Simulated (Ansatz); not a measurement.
Molecular dynamics of ClH$_{6}$PSi

Input:

```yaml
crystal:
  periodic: [false, false, false]
  atoms:
    - { symbol: Si, position_ang: [-0.206765, 0.056654, -0.101872] }
    - { symbol: Cl, position_ang: [0.31718, -0.923603, 2.380259] }
    - { symbol: H, position_ang: [0.63349, 1.174844, 0.315444] }
    - { symbol: H, position_ang: [-1.021237, 0.47726, -1.269486] }
    - { symbol: H, position_ang: [0.344475, -1.253481, -0.438862] }
    - { symbol: P, position_ang: [-2.491344, 0.37393, 0.987011] }
    - { symbol: H, position_ang: [-3.084868, -0.735421, 0.351542] }
    - { symbol: H, position_ang: [-2.674985, -0.059536, 2.312437] }
    - { symbol: H, position_ang: [-1.105447, -0.422748, 1.395525] }
basis:
  gaussian: { orbitals: def2-SVP }
hamiltonian:
  xc: hf
md:
  timestep: 0.5
  n_steps: 200
  ensemble: nve
  temperature: 100.0
  initial_velocities: maxwell_boltzmann
  seed: 7372
```

Run as:

```bash
$ ansatz run input.yaml --threads 1 --pin off --max-ram 2048MiB --backend cpu --events-out ev --progress --plain --runs-dir out
```

It starts at the highest image of a converged band. Of that band: Neighbouring images differ by up to 3.5 eV, so the band resolves the path poorly. A vibrational analysis at the climbing image gives one clearly imaginary mode, 1205i cm⁻¹: a first-order saddle point.

Output, in part (one step line in 3, the closing report, with atoms numbered from 0):

```
md step     0: t =     0.00 fs  T =   100.0 K  F+E_penalty+E_count = -29720.62156572 eV  E_kin = 0.090482 eV  conserved = -29720.53108372 eV  (27 SCF iters)
md step     3: t =     1.50 fs  T =    84.9 K  F+E_penalty+E_count = -29720.60778332 eV  E_kin = 0.076854 eV  conserved = -29720.53092923 eV  (26 SCF iters)
md step     6: t =     3.00 fs  T =    59.7 K  F+E_penalty+E_count = -29720.58475970 eV  E_kin = 0.054043 eV  conserved = -29720.53071635 eV  (27 SCF iters)
md step     9: t =     4.50 fs  T =    53.6 K  F+E_penalty+E_count = -29720.57926756 eV  E_kin = 0.048520 eV  conserved = -29720.53074746 eV  (26 SCF iters)
md step    12: t =     6.00 fs  T =    62.8 K  F+E_penalty+E_count = -29720.58777570 eV  E_kin = 0.056827 eV  conserved = -29720.53094825 eV  (25 SCF iters)
md step    15: t =     7.50 fs  T =    60.7 K  F+E_penalty+E_count = -29720.58592939 eV  E_kin = 0.054954 eV  conserved = -29720.53097516 eV  (25 SCF iters)
md step    18: t =     9.00 fs  T =    44.8 K  F+E_penalty+E_count = -29720.57126737 eV  E_kin = 0.040516 eV  conserved = -29720.53075089 eV  (26 SCF iters)
md step    21: t =    10.50 fs  T =    44.9 K  F+E_penalty+E_count = -29720.57131615 eV  E_kin = 0.040665 eV  conserved = -29720.53065073 eV  (25 SCF iters)
md step    24: t =    12.00 fs  T =    74.9 K  F+E_penalty+E_count = -29720.59858710 eV  E_kin = 0.067774 eV  conserved = -29720.53081359 eV  (25 SCF iters)
md step    27: t =    13.50 fs  T =   114.6 K  F+E_penalty+E_count = -29720.63453988 eV  E_kin = 0.103697 eV  conserved = -29720.53084302 eV  (24 SCF iters)
md step    30: t =    15.00 fs  T =   162.4 K  F+E_penalty+E_count = -29720.67741945 eV  E_kin = 0.146959 eV  conserved = -29720.53046071 eV  (23 SCF iters)
md step    33: t =    16.50 fs  T =   277.1 K  F+E_penalty+E_count = -29720.78052475 eV  E_kin = 0.250771 eV  conserved = -29720.52975425 eV  (23 SCF iters)
md step    36: t =    18.00 fs  T =   562.7 K  F+E_penalty+E_count = -29721.03890029 eV  E_kin = 0.509146 eV  conserved = -29720.52975474 eV  (23 SCF iters)
md step    39: t =    19.50 fs  T =   983.0 K  F+E_penalty+E_count = -29721.42515289 eV  E_kin = 0.889476 eV  conserved = -29720.53567708 eV  (21 SCF iters)
md step    42: t =    21.00 fs  T =   860.9 K  F+E_penalty+E_count = -29721.31654050 eV  E_kin = 0.778989 eV  conserved = -29720.53755121 eV  (22 SCF iters)
md step    45: t =    22.50 fs  T =   721.2 K  F+E_penalty+E_count = -29721.17748141 eV  E_kin = 0.652565 eV  conserved = -29720.52491647 eV  (26 SCF iters)
md step    48: t =    24.00 fs  T =  1512.1 K  F+E_penalty+E_count = -29721.91019728 eV  E_kin = 1.368164 eV  conserved = -29720.54203339 eV  (21 SCF iters)
md step    51: t =    25.50 fs  T =  1413.5 K  F+E_penalty+E_count = -29721.81207941 eV  E_kin = 1.278935 eV  conserved = -29720.53314434 eV  (22 SCF iters)
md step    54: t =    27.00 fs  T =  1084.1 K  F+E_penalty+E_count = -29721.51088196 eV  E_kin = 0.980898 eV  conserved = -29720.52998374 eV  (22 SCF iters)
md step    57: t =    28.50 fs  T =  1054.8 K  F+E_penalty+E_count = -29721.48362201 eV  E_kin = 0.954369 eV  conserved = -29720.52925331 eV  (22 SCF iters)
md step    60: t =    30.00 fs  T =  1452.9 K  F+E_penalty+E_count = -29721.84465022 eV  E_kin = 1.314580 eV  conserved = -29720.53006978 eV  (21 SCF iters)
md step    63: t =    31.50 fs  T =  2078.8 K  F+E_penalty+E_count = -29722.41923804 eV  E_kin = 1.880982 eV  conserved = -29720.53825620 eV  (21 SCF iters)
md step    66: t =    33.00 fs  T =  1943.8 K  F+E_penalty+E_count = -29722.29591305 eV  E_kin = 1.758797 eV  conserved = -29720.53711624 eV  (21 SCF iters)
md step    69: t =    34.50 fs  T =  1795.7 K  F+E_penalty+E_count = -29722.15136534 eV  E_kin = 1.624816 eV  conserved = -29720.52654952 eV  (21 SCF iters)
md step    72: t =    36.00 fs  T =  2404.1 K  F+E_penalty+E_count = -29722.71762576 eV  E_kin = 2.175240 eV  conserved = -29720.54238555 eV  (21 SCF iters)
md step    75: t =    37.50 fs  T =  2016.1 K  F+E_penalty+E_count = -29722.35651179 eV  E_kin = 1.824203 eV  conserved = -29720.53230901 eV  (22 SCF iters)
md step    78: t =    39.00 fs  T =  1555.1 K  F+E_penalty+E_count = -29721.93628294 eV  E_kin = 1.407130 eV  conserved = -29720.52915329 eV  (23 SCF iters)
md step    81: t =    40.50 fs  T =  1568.7 K  F+E_penalty+E_count = -29721.94846867 eV  E_kin = 1.419386 eV  conserved = -29720.52908264 eV  (22 SCF iters)
md step    84: t =    42.00 fs  T =  2073.1 K  F+E_penalty+E_count = -29722.40743347 eV  E_kin = 1.875789 eV  conserved = -29720.53164424 eV  (21 SCF iters)
md step    87: t =    43.50 fs  T =  2610.9 K  F+E_penalty+E_count = -29722.90318695 eV  E_kin = 2.362429 eV  conserved = -29720.54075825 eV  (22 SCF iters)
md step    90: t =    45.00 fs  T =  2227.7 K  F+E_penalty+E_count = -29722.54600162 eV  E_kin = 2.015657 eV  conserved = -29720.53034425 eV  (19 SCF iters)
md step    93: t =    46.50 fs  T =  2300.4 K  F+E_penalty+E_count = -29722.61427903 eV  E_kin = 2.081473 eV  conserved = -29720.53280612 eV  (19 SCF iters)
md step    96: t =    48.00 fs  T =  2650.8 K  F+E_penalty+E_count = -29722.93836075 eV  E_kin = 2.398484 eV  conserved = -29720.53987673 eV  (22 SCF iters)
md step    99: t =    49.50 fs  T =  2129.1 K  F+E_penalty+E_count = -29722.45760004 eV  E_kin = 1.926483 eV  conserved = -29720.53111667 eV  (22 SCF iters)
md step   102: t =    51.00 fs  T =  1719.4 K  F+E_penalty+E_count = -29722.08470555 eV  E_kin = 1.555776 eV  conserved = -29720.52892966 eV  (23 SCF iters)
md step   105: t =    52.50 fs  T =  1821.9 K  F+E_penalty+E_count = -29722.17770055 eV  E_kin = 1.648499 eV  conserved = -29720.52920203 eV  (24 SCF iters)
md step   108: t =    54.00 fs  T =  2381.5 K  F+E_penalty+E_count = -29722.68763598 eV  E_kin = 2.154822 eV  conserved = -29720.53281415 eV  (22 SCF iters)
md step   111: t =    55.50 fs  T =  2794.7 K  F+E_penalty+E_count = -29723.07099441 eV  E_kin = 2.528673 eV  conserved = -29720.54232133 eV  (22 SCF iters)
md step   114: t =    57.00 fs  T =  2287.3 K  F+E_penalty+E_count = -29722.59365717 eV  E_kin = 2.069550 eV  conserved = -29720.52410677 eV  (19 SCF iters)
md step   117: t =    58.50 fs  T =  2660.8 K  F+E_penalty+E_count = -29722.94613756 eV  E_kin = 2.407508 eV  conserved = -29720.53862976 eV  (19 SCF iters)
md step   120: t =    60.00 fs  T =  2820.3 K  F+E_penalty+E_count = -29723.08969587 eV  E_kin = 2.551888 eV  conserved = -29720.53780796 eV  (22 SCF iters)
md step   123: t =    61.50 fs  T =  2250.8 K  F+E_penalty+E_count = -29722.56679972 eV  E_kin = 2.036537 eV  conserved = -29720.53026257 eV  (22 SCF iters)
md step   126: t =    63.00 fs  T =  1934.0 K  F+E_penalty+E_count = -29722.27875094 eV  E_kin = 1.749947 eV  conserved = -29720.52880376 eV  (22 SCF iters)
md step   129: t =    64.50 fs  T =  2150.4 K  F+E_penalty+E_count = -29722.47541847 eV  E_kin = 1.945751 eV  conserved = -29720.52966714 eV  (22 SCF iters)
md step   132: t =    66.00 fs  T =  2738.6 K  F+E_penalty+E_count = -29723.01273022 eV  E_kin = 2.477978 eV  conserved = -29720.53475247 eV  (22 SCF iters)
md step   135: t =    67.50 fs  T =  2922.2 K  F+E_penalty+E_count = -29723.18646142 eV  E_kin = 2.644046 eV  conserved = -29720.54241540 eV  (19 SCF iters)
md step   138: t =    69.00 fs  T =  2367.6 K  F+E_penalty+E_count = -29722.66282804 eV  E_kin = 2.142244 eV  conserved = -29720.52058394 eV  (20 SCF iters)
md step   141: t =    70.50 fs  T =  2900.3 K  F+E_penalty+E_count = -29723.16627347 eV  E_kin = 2.624220 eV  conserved = -29720.54205312 eV  (20 SCF iters)
md step   144: t =    72.00 fs  T =  2789.2 K  F+E_penalty+E_count = -29723.05924218 eV  E_kin = 2.523688 eV  conserved = -29720.53555401 eV  (21 SCF iters)
md step   147: t =    73.50 fs  T =  2182.6 K  F+E_penalty+E_count = -29722.50461364 eV  E_kin = 1.974860 eV  conserved = -29720.52975392 eV  (22 SCF iters)
md step   150: t =    75.00 fs  T =  1933.8 K  F+E_penalty+E_count = -29722.27839924 eV  E_kin = 1.749707 eV  conserved = -29720.52869233 eV  (23 SCF iters)
md step   153: t =    76.50 fs  T =  2241.5 K  F+E_penalty+E_count = -29722.55812698 eV  E_kin = 2.028115 eV  conserved = -29720.53001171 eV  (22 SCF iters)
md step   156: t =    78.00 fs  T =  2855.3 K  F+E_penalty+E_count = -29723.12039584 eV  E_kin = 2.583518 eV  conserved = -29720.53687781 eV  (21 SCF iters)
md step   159: t =    79.50 fs  T =  2830.3 K  F+E_penalty+E_count = -29723.10133930 eV  E_kin = 2.560896 eV  conserved = -29720.54044366 eV  (20 SCF iters)
md step   162: t =    81.00 fs  T =  2382.4 K  F+E_penalty+E_count = -29722.67775255 eV  E_kin = 2.155630 eV  conserved = -29720.52212299 eV  (21 SCF iters)
md step   165: t =    82.50 fs  T =  2923.7 K  F+E_penalty+E_count = -29723.18797561 eV  E_kin = 2.645437 eV  conserved = -29720.54253881 eV  (21 SCF iters)
md step   168: t =    84.00 fs  T =  2604.8 K  F+E_penalty+E_count = -29722.89043266 eV  E_kin = 2.356873 eV  conserved = -29720.53355990 eV  (22 SCF iters)
md step   171: t =    85.50 fs  T =  2042.0 K  F+E_penalty+E_count = -29722.37703238 eV  E_kin = 1.847672 eV  conserved = -29720.52936078 eV  (22 SCF iters)
md step   174: t =    87.00 fs  T =  1910.5 K  F+E_penalty+E_count = -29722.25745712 eV  E_kin = 1.728637 eV  conserved = -29720.52882000 eV  (22 SCF iters)
md step   177: t =    88.50 fs  T =  2311.8 K  F+E_penalty+E_count = -29722.62244176 eV  E_kin = 2.091723 eV  conserved = -29720.53071836 eV  (22 SCF iters)
md step   180: t =    90.00 fs  T =  2887.9 K  F+E_penalty+E_count = -29723.15244925 eV  E_kin = 2.613044 eV  conserved = -29720.53940560 eV  (22 SCF iters)
md step   183: t =    91.50 fs  T =  2610.0 K  F+E_penalty+E_count = -29722.89661621 eV  E_kin = 2.361596 eV  conserved = -29720.53502059 eV  (20 SCF iters)
md step   186: t =    93.00 fs  T =  2454.7 K  F+E_penalty+E_count = -29722.74948943 eV  E_kin = 2.221030 eV  conserved = -29720.52845950 eV  (21 SCF iters)
md step   189: t =    94.50 fs  T =  2904.1 K  F+E_penalty+E_count = -29723.16918897 eV  E_kin = 2.627727 eV  conserved = -29720.54146238 eV  (20 SCF iters)
md step   192: t =    96.00 fs  T =  2404.3 K  F+E_penalty+E_count = -29722.70714057 eV  E_kin = 2.175417 eV  conserved = -29720.53172355 eV  (21 SCF iters)
md step   195: t =    97.50 fs  T =  1919.5 K  F+E_penalty+E_count = -29722.26568529 eV  E_kin = 1.736781 eV  conserved = -29720.52890409 eV  (22 SCF iters)
md step   198: t =    99.00 fs  T =  1947.6 K  F+E_penalty+E_count = -29722.29133039 eV  E_kin = 1.762264 eV  conserved = -29720.52906684 eV  (22 SCF iters)
md step   200: t =   100.00 fs  T =  2253.9 K  F+E_penalty+E_count = -29722.56996448 eV  E_kin = 2.039343 eV  conserved = -29720.53062176 eV  (27 SCF iters)
Total energy: -29722.56996448 eV, -1092.2842995131 hartree
Atom 0 at    -0.758988     0.477722    -0.899779 Å, force    -0.302796    -0.382952     0.858384 eV/Å
Atom 1 at     0.895343    -1.479884     3.450137 Å, force    -2.912481     2.219893    -2.593017 eV/Å
Atom 2 at     0.419102     0.855519    -0.092428 Å, force     0.013912     0.355136     0.066203 eV/Å
Atom 3 at    -0.790760     1.286203    -2.151497 Å, force    -0.255174    -0.160800     0.264652 eV/Å
Atom 4 at    -0.510872    -0.970275    -1.158816 Å, force    -0.242643     0.196546    -0.297484 eV/Å
Atom 5 at    -2.674512     0.608218     0.551962 Å, force     1.074552     0.650521    -1.007349 eV/Å
Atom 6 at    -3.260585    -0.476804    -0.094825 Å, force    -0.347485    -0.431905    -0.026226 eV/Å
Atom 7 at    -2.016725    -0.137879     1.544567 Å, force     0.018954    -0.215013     0.116351 eV/Å
Atom 8 at    -0.067469    -0.743213     2.592965 Å, force     2.953160    -2.231427     2.618485 eV/Å
Dipole moment:    -0.180318     0.068110    -0.347433 e Å
```

The run went to its last step. The conserved energy stayed within 1.4 meV per atom of its start (net change 0.051 meV per atom), so the integration is sound. The kinetic energy rose, since the run started high on the potential surface and went downhill. It ends in pieces (ClH + H5PSi), so much of that is their flight and rotation, not heat. A run of 0.1 ps of so small a system gives no equilibrium averages. The orbitals stay closed-shell, which can raise the energy where a bond breaks towards radicals; this wasn't checked here.

Between its relaxed ends the band would form Si1–P6, Cl2–H9 and break Si1–Cl2, P6–H9. These pairs go: Si1–P6 2.55 → 2.41 Å, Cl2–H9 1.80 → 1.48 Å, Si1–Cl2 2.72 → 5.05 Å, P6–H9 1.65 → 3.58 Å. In the last frame they stand as after the step (other bonds may differ from the relaxed reactants and products). It ends as ClH + H5PSi. Pairs count as bonded within 1.25 times the sum of covalent radii (0.12 Å more for H–H).

Last frame:

```xyz
9
Properties=species:S:1:pos:R:3
Si -0.759 0.478 -0.900
Cl 0.895 -1.480 3.450
H 0.419 0.856 -0.092
H -0.791 1.286 -2.151
H -0.511 -0.970 -1.159
P -2.675 0.608 0.552
H -3.261 -0.477 -0.095
H -2.017 -0.138 1.545
H -0.068 -0.743 2.593
```

Time of the run: 4 min on 1 thread of Arm Neoverse V2 (shared host), peak memory 0.15 GiB.
